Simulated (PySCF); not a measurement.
One of the candidates below gave these computed data.

All candidates are C4H12N2.

| technique | computed result |
| --- | --- |
| Polarisability | 69.8 au [CAM-B3LYP/def2-SVPD] |
| Couplings | largest of the computed one-bond spin–spin couplings (means over like bonds): 13C–1H +138.1 (×2), 13C–1H +138.1 (×6), 13C–1H +133.5 (×2), 15N–1H -62.6 (×2), 13C–13C +37.7, 15N–13C -6.1, 15N–13C -5.9 (×2), 15N–13C -3.2 Hz [B3LYP/pcJ-1, spin–dipole term left out for some pairs] |
| UV, first state | lowest singlet excitation: 6.06 eV (205 nm, f = 0.025) [TDDFT CAM-B3LYP/def2-SVPD] |
| Rotational structure | rotational constants A, B, C: 5.762, 2.168, 1.988 GHz [PBE0-D3(BJ)/def2-SVP] |
| UV, strongest line | among the 10 lowest singlet transitions: S5 at 7.23 eV (172 nm, f = 0.124) [TDDFT CAM-B3LYP/def2-SVPD] |
| 13C NMR | chemical shifts (computed TMS as zero) by class: 63.7 (1 C), 44.2 (2 C), 42.0 (1 C) ppm [GIAO B97-2/pcSseg-1] |
| NMR, other nuclei | isotropic shieldings of nuclei other than C and H, by class: 231 (1 N), 232 (1 N) ppm [GIAO B97-2/pcSseg-1] |
| Dipole | 1.94 D [CAM-B3LYP/def2-SVPD] |
| 1H NMR | chemical shifts (computed TMS as zero) by class: 2.45 (2 H), 2.08 (6 H), 1.86 (2 H), 0.46 (2 H) ppm [GIAO B97-2/pcSseg-1] |
| XPS | C1s 291.1, C1s 291.2, C1s 291.4 (×2), N1s 404.6, N1s 404.7 eV [ΔSCF SCAN, pcX-2 on the ionised atom, pcseg-1 elsewhere, spin-free X2C] |

Electronic properties: PySCF, gas phase, density fitting. Levels stand in brackets. Geometry: PBE0-D3(BJ)/def2-SVP, one conformer, isolated molecule. NMR values are class means; diastereotopic atoms form classes of their own.

Task: Which candidate is it?
A. `CC(C)(C)NN`
B. `CCCCNN`
C. `CN(C)CCN`

Result: C. It is `CN(C)CCN`. Numbering: `[CH3:1][N:2]([CH3:3])[CH2:4][CH2:5][NH2:6]`. Its formula, C4H12N2, gives 0 degrees of unsaturation, so no ring and no π bond. 4 carbons fall into 3 classes; from least to most shielded: sp3 carbon bound to nitrogen [C4] (63.7 ppm), N-methyl carbon [C1/C3] (44.2 ppm, 2 C, up to 8.2 ppm apart in this geometry), sp3 carbon bound to nitrogen [C5] (42.0 ppm). Hydrogen classes from least to most shielded: 2 H on an sp3 carbon bound to nitrogen, C5 (2.45 ppm), 6 H on 2 N-methyl carbons, C1/C3 (2.08 ppm, a mean of values up to 1.2 ppm apart in this geometry), 2 H on an sp3 carbon bound to nitrogen, C4 (1.86 ppm), 2 H on a primary amine nitrogen, N6 (0.46 ppm, a mean of values up to 1.8 ppm apart in this geometry). The other shieldings belong to: 231 ppm, tertiary amine nitrogen [N2]; 232 ppm, primary amine nitrogen [N6]. The couplings run between: +138.1 Hz, sp3 carbon bound to nitrogen [C5] and its hydrogen (with 1 like pair); +138.1 Hz, N-methyl carbon [C1] and its hydrogen (with 5 like pairs); +133.5 Hz, sp3 carbon bound to nitrogen [C4] and its hydrogen (with 1 like pair); -62.6 Hz, primary amine nitrogen [N6] and its hydrogen (with 1 like pair); +37.7 Hz, sp3 carbon bound to nitrogen [C4] and sp3 carbon bound to nitrogen [C5]; -6.1 Hz, tertiary amine nitrogen [N2] and sp3 carbon bound to nitrogen [C4]; -5.9 Hz, tertiary amine nitrogen [N2] and N-methyl carbon [C1] (with 1 like pair); -3.2 Hz, primary amine nitrogen [N6] and sp3 carbon bound to nitrogen [C5]. The core levels belong to: C1s 291.1 eV, sp3 carbon bound to nitrogen [C4]; C1s 291.2 eV, sp3 carbon bound to nitrogen [C5]; C1s 291.4 eV, N-methyl carbon [C1/C3]; N1s 404.6 eV, primary amine nitrogen [N6]; N1s 404.7 eV, tertiary amine nitrogen [N2]. One atom of each topological class was ionised and stands for its class. The optimised geometry has point group C1 and is an asymmetric top.

The others, at the same levels:
- `CCCCNN` fails: its computed core binding energies are C1s 290.2, C1s 290.5, C1s 290.6, C1s 291.0, N1s 405.3, N1s 405.6 eV, rotational constant A is 6.858 GHz (against 5.762 GHz) and smallest rotational constant is 1.565 GHz (against 1.988 GHz).
- `CC(C)(C)NN` fails: its computed core binding energies are C1s 290.4 (×3), C1s 291.2, N1s 405.1, N1s 405.4 eV, lowest singlet excitation is 6.36 eV (195 nm, f = 0.006) (against 6.06 eV) and rotational constant A is 4.408 GHz (against 5.762 GHz).

Each candidate is one conformer, not necessarily the lowest. Dipoles, sizes and rotational constants follow the conformer. The torsions of the flexible species, by atom-mapped SMILES:
- `[CH3:1][N:2]([CH3:3])[CH2:4][CH2:5][NH2:6]`: C1–N2–C4–C5 -159°, N2–C4–C5–N6 56°, H–N6–C5–C4 66°, H–N6–C5–C4 -47°
- `[CH3:1][CH2:2][CH2:3][CH2:4][NH:5][NH2:6]`: C1–C2–C3–C4 -179°, C2–C3–C4–N5 -60°, C3–C4–N5–N6 -60°, H–N6–N5–C4 90°, H–N6–N5–C4 -150°
- `[CH3:1][C:2]([CH3:3])([CH3:4])[NH:5][NH2:6]`: C1–C2–N5–N6 63°, H–N6–N5–C2 36°, H–N6–N5–C2 -85°
